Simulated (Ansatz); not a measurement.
# BPN+ (quintet): the correlation ladder, cc-pVDZ

An exercise on one series of results from a longer session: the logs are not shown, and one member is left open.

Method: cc-pVDZ, core rule «outside noble gas», up to 7 orbitals frozen; program: Ansatz 0.2.0, Gaussian basis.

The runs, in order: UHF; CCSD(T) on ROHF; CCSD(T) on UHF; BCCD(T) on ROHF; CISD; CCSDT(Q) on ROHF; CCSDT(Q) on UHF; CASSCF and MRCISD+Q, 8 electrons in 10 orbitals; CASSCF and NEVPT2, 8 electrons in 10 orbitals.

33 further runs of the same task are left out: 20 that didn't finish, 13 set aside as unsound or not needed.

## What is computed

The geometry is a PBE0/def2-TZVP stationary point (not a proven minimum) of the parent state, kept for this charge and spin.

3 atoms, charge 1, spin multiplicity 5.

Atoms are counted from 1 here; the program's logs count them from 0.

Bond lengths: N1–B2 1.334 Å, B2–P3 1.842 Å. Angles: N1–B2–P3 180.0°.

Set-up of the first run:

Contents of in.yaml:

```yaml
crystal:
  periodic: [false, false, false]
  atoms:
    - {symbol: N, position_ang: [0.000000, 0.000000, 1.503167]}
    - {symbol: B, position_ang: [0.000000, 0.000000, 0.169267]}
    - {symbol: P, position_ang: [0.000000, 0.000000, -1.672433]}
basis:
  gaussian: {orbitals: cc-pVDZ}
total_charge: 1
magnetization: {spin_polarized: true, initial_magnetization: 4}
hamiltonian: {xc: hf}
output: {orbitals: {seedname: orbitals}}
```

On the command line:

```console
$ ansatz run in.yaml --threads 1 --pin off --events-out ev --progress --plain --max-ram 2393MiB
```

Among the steps run: UHF; CCSD(T) on ROHF; CCSD(T) on UHF; BCCD(T) on ROHF; CISD; CCSDT(Q) on ROHF; CCSDT(Q) on UHF; CASSCF and MRCISD+Q, 8 electrons in 10 orbitals; CASSCF and NEVPT2, 8 electrons in 10 orbitals.

One of the session's tables, all rows but one given; the rest of the session is left out.

| method | from UCCSDT(Q) (kJ/mol) |
| --- | --- |
| ROHF | +705.6 |
| UHF | +679.8 |
| RMP2 | +131.7 |
| UMP2 | ? |
| CISD | +75.5 |
| RCCSD | +24.9 |
| UCCSD | +24.3 |
| RCCSD(T) | +5.4 |
| UCCSD(T) | +5.3 |
| BCCD(T) | +5.4 |
| RCCSDT | +1.4 |
| UCCSDT | +1.2 |
| RCCSDT(Q) | +0.2 |
| UCCSDT(Q) | 0 |
| CASSCF valence | +546.6 |
| NEVPT2 valence | +111.9 |
| MRCISD valence | +46.2 |
| MRCISD+Q valence | +1.8 |

**Question.** Estimate the row for UMP2.

**Answer.** from UCCSDT(Q) (kJ/mol): +135.8. In the column «from UCCSDT(Q) (kJ/mol)» it lies between RMP2 (+131.7) and CASSCF valence (+546.6).

Among the levels timed on like hardware and quicker than the yardstick, those that no quicker one beats, quickest first: NEVPT2 valence (29 s, +111.9 kJ/mol); CISD (40 s, +75.5 kJ/mol); BCCD(T) (47 s, +5.4 kJ/mol); RCCSD(T) (48 s, +5.4 kJ/mol); UCCSD(T) (49 s, +5.3 kJ/mol); MRCISD+Q valence (50 s, +1.8 kJ/mol).

To keep in mind: Of the multireference levels listed MRCISD+Q valence comes nearest in total energy (+1.8 kJ/mol), which doesn't show that its space is the better one. Restricted and unrestricted rows rest on different reference determinants; where their highest levels disagree by more than a few hundredths of an eV, they describe different states and don't form one ladder.
